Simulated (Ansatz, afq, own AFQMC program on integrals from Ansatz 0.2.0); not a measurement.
PdH$_{2}$O, triplet: AFQMC among the cluster methods

```yaml
atoms:
  - { symbol: Pd, position_ang: [0.0079, 0.0000, 0.3469] }
  - { symbol: O, position_ang: [-0.0996, 0.0000, -2.0115] }
  - { symbol: H, position_ang: [0.3739, -0.7694, -2.3471] }
  - { symbol: H, position_ang: [0.3739, 0.7694, -2.3471] }
```

Connectivity, by distances: Pd–OH2.

Basis def2-SVP with its core potentials. Noble-gas cores (and the filled d shells of Ga–Kr and In–Xe) are frozen. AFQMC by an in-house program on the Cholesky factors that Ansatz 0.2.0 writes for its CCSD(T) run. The CISD trial takes its coefficients from CCSD amplitudes. Released means that phaseless walkers are propagated on without the constraint, phases kept. Error bars are statistical, one sigma. No spin–orbit coupling. The metal's outer-core s and p shells are frozen, which shifts wave-function levels against functionals.

Determinant: ROHF, the one that the program's search chose, which needn't be the lowest solution. The geometry is a PBE0/def2-TZVP stationary point of this or a neighbouring charge and spin state.

No full CI on the walks' own integrals is used here. The released AFQMC energy serves as the reference, which it does only where one determinant dominates, the energy is flat over the last release times and near the phaseless one (40 meV or 2 meV an electron, half that with transition metals). On small molecules, where full CI could be run and the noise was under 10 meV, such values lay within 10 meV of it in 19 cases of 20, a flattering rate, since the rule was set on those same cases; what remains of the bias isn't in the error bar.

Cautions: no spin-orbit coupling; outer-core shells of the metal frozen; lower spins were not checked; higher spins were not checked; the released value is read at 1.80 1/Eh, later times being too noisy (meV from the phaseless value at times in 1/Eh: -9 ± 5 at 0.24, -13 ± 5 at 0.60, -9 ± 5 at 1.20, -8 ± 7 at 1.80, -9 ± 13 at 2.60); released reference can be 30 meV off for metals.

* T1 diagnostic: 0.0157
* weight of the determinant in the CISD state: 0.890
* size of the correlated space: 18 electrons in 50 orbitals

Reference: AFQMC with the constraint released, correlation energy -11.280 ± 0.007 eV.

```
        level  E − E(reference) (kJ/mol)  share of correlation (%)
           HF               1088.4 ± 0.7                      0.00
          MP2                 44.6 ± 0.7                     95.90
         CCSD                 24.3 ± 0.7                     97.77
      CCSD(T)                  1.2 ± 0.7                     99.89
  ph-AFQMC/HF                 -1.4 ± 3.1                    100.13
ph-AFQMC/CISD                  0.8 ± 0.8                     99.93
```

A walk keeps the symmetry of its determinant, which the program's search chose and which needn't be the lowest solution, so a lower state of the same spin and another symmetry isn't excluded. Released energies are given only where the last usable release times agree within the noise; a slower fall can still hide under it.
